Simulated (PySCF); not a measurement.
hydrogen peroxide (H₂O₂), SMILES OO.

The structure is a stationary point at PBE-D3(BJ)/def2-TZVP.

Level of theory: PBE/def2-TZVPD run with PySCF.

The molecule is in vacuum.

```
Quantity                                                                                                        Value
---------------------------------------------------------------------------------------------  ----------------------
total energy                                                                                       -151.46817 hartree
point group                                                                                                        C2
highest occupied level                                                                                       -6.46 eV
lowest empty level                                                                                           -1.58 eV
orbital gap                                                                                                   4.88 eV
dipole moment                                                                                                  1.65 D
quadrupole, principal values (traceless, Buckingham form, about the centre of nuclear charge)  -3.79, -1.41, 5.20 D·Å
mean static polarisability                                                                       16.2 bohr³ (2.40 Å³)
polarisability, principal values                                                               14.0, 14.4, 20.2 bohr³
```
